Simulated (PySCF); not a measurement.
Method: B3LYP-D3(BJ)/def2-TZVP run with PySCF. Isolated molecules, 0 K electronic values unless said otherwise. One relaxed conformer stands for a flexible species; it need not be the lowest. B3LYP has the VWN-RPA correlation part, as in Gaussian. 

Reference species (SMILES): `OCN=C` (C–N–C–O torsion -130°, N–C–O–H torsion -47°) (neutral, multiplicity 1).

* **HOMO–LUMO gap**: 6.59 eV
* **HOMO**: -7.52 eV

Changed species: `CC(N)=O`.

Give the shifts of the HOMO–LUMO gap and HOMO.

the HOMO–LUMO gap goes up by 0.90 eV, to 7.49 eV; the HOMO rises by 0.45 eV, to -7.07 eV.
